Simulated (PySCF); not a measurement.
# Orbital picture of AlC

PBE0 at R = 1.972 Å; PySCF, no relativity, basis sets Al 6-31G(d,p), C 6-31G(d,p). State: ⁴Σ⁻ (quartet), unpaired electrons σ ↑, π ↑↑. Only the outer orbitals are listed, counted within each symmetry.

```tsv
spin	orbital	occ.	ε (eV)	on Al (%)	main shells (%)
α	5σ	1	-17.11	16	82 C s, 9 Al s
α	6σ	1	-9.42	50	48 Al s, 40 C p, 10 C s
α	2π	1	-7.06	17	83 C p, 16 Al p
α	2π	1	-7.06	17	83 C p, 16 Al p
α	7σ	1	-6.31	66	37 Al s, 34 C p, 28 Al p
α	3π	0	-1.31	86	85 Al p, 14 C p
α	3π	0	-1.31	86	85 Al p, 14 C p
α	8σ	0	0.99	104	86 Al p, 12 Al s
β	5σ	1	-13.43	29	68 C s, 20 Al s
β	6σ	1	-7.29	80	70 Al s, 16 C s, 9 Al p
β	2π	0	-2.56	68	68 Al p, 32 C p
β	2π	0	-2.56	68	68 Al p, 32 C p
β	7σ	0	-2.13	37	55 C p, 28 Al p, 8 Al s
```

Problem. Which are the highest filled and the lowest empty level, where do they sit, and how wide is the gap?

Solution. Highest filled α 7σ at -6.31 eV (in %: 37 Al s, 34 C p, 28 Al p); lowest empty β 2π at -2.56 eV (in %: 68 Al p, 32 C p); the gap at PBE0 is 3.75 eV.

- bond order (Mayer): 1.36
- ⟨S²⟩: 3.753
- charge on Al (Mulliken, basis-dependent): 0.25
- charge on Al (Löwdin, basis-dependent): 0.16
- dipole moment (positive dipole means Al(−)C(+)): -1.25 D
- polarisability along the bond: 67.5 bohr³
- polarisability across the bond: 38.3 bohr³

Shares are Mulliken populations and can fall outside 0 to 100 %.

The state was picked by a PBE0 search and need not be the measured ground state.
